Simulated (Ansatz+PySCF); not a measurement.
Results of a calculation; reference values are marked as such.
# Several solutions for singlet C2H2

```xyz
4

C     0.0000    0.0000   -0.6043
C     0.0000    0.0000    1.8128
H     0.0000    0.0000   -1.6792
H     0.0000    0.0000    2.8878
```

Basis set: STO-3G (spherical functions). Charge 0, multiplicity 1.

UHF was run from several starts with Ansatz (development build ahead of 0.2.0) and PySCF 2.14.0.

```
run  program                                 start  converged  energy (hartree)  <S²>
  A   Ansatz               atomic start, no search        yes         -75.29258  0.00
  B    PySCF      guess 1e, instabilities followed        yes         -75.52310  2.05
  C    PySCF  guess huckel, instabilities followed        yes         -75.52310  2.05
  D    PySCF    guess atom, instabilities followed        yes         -75.52310  2.05
  E   Ansatz               stability test followed        yes         -75.52310  2.05
  F    PySCF   guess minao, instabilities followed        yes         -75.52310  2.05
  G   Ansatz           search for the lowest state        yes         -75.59546  2.88
  H    PySCF                      program defaults        yes         -75.32842  1.00
```

Problem. Which runs reached the lowest solution of this kind, and what is wrong with the others?

Solution. G reached the lowest solution found. Converged but too high: A by 8.24 eV, B by 1.97 eV, C by 1.97 eV, D by 1.97 eV, E by 1.97 eV, F by 1.97 eV, H by 7.27 eV. Convergence only shows a stationary point, and even a stable one can lie too high; stability tests and further starts are what find lower ones. Caution: the unrestricted determinant is a mixture of spin states. Caution: the determinant breaks the point group.
